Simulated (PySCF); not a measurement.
## Working out the electron affinity of O

O⁻ [He] 2s2 2p5 (2P) → O [He] 2s2 2p4 (3P). All numbers are calculated (PySCF 2.14, the spin-free X2C one-electron Hamiltonian (Gaussian nucleus), in dyall-acv3z (15s9p4d2f, 76 functions)). Frozen: nothing; the 5 highest virtual orbitals dropped. Energies in hartree (1 hartree = 27.21139 eV):

```json
{"part": "UHF", "O⁻ (lower)": "-74.849688", "O (upper)": "-74.871072"}
{"part": "MP2 opposite-spin", "O⁻ (lower)": "-0.216340", "O (upper)": "-0.161405"}
{"part": "MP2 same-spin", "O⁻ (lower)": "-0.061369", "O (upper)": "-0.042807"}
```

Task: What does Hartree-Fock give?

Result: (-74.871072) − (-74.849688) = -0.021384 hartree = -0.582 eV.

Task: What do MP2 and SCS-MP2 (6/5 opposite-spin, 1/3 same-spin) give?

Result: The opposite-spin parts differ by 1.495 eV and the same-spin parts by 0.505 eV. MP2: -0.582 + (1.495) + (0.505) = 1.418 eV. SCS-MP2: -0.582 + 1.2 × (1.495) + (0.505)/3 = 1.380 eV.

A first-order spin-orbit estimate adds -0.001 eV to MP2 (valence and next inner shell), giving 1.417 eV against 1.461 eV (measured; photodetachment measurements, as compiled on the Wikipedia data page of electron affinities).

What remains against the reference includes basis incompleteness and correlation beyond second order.
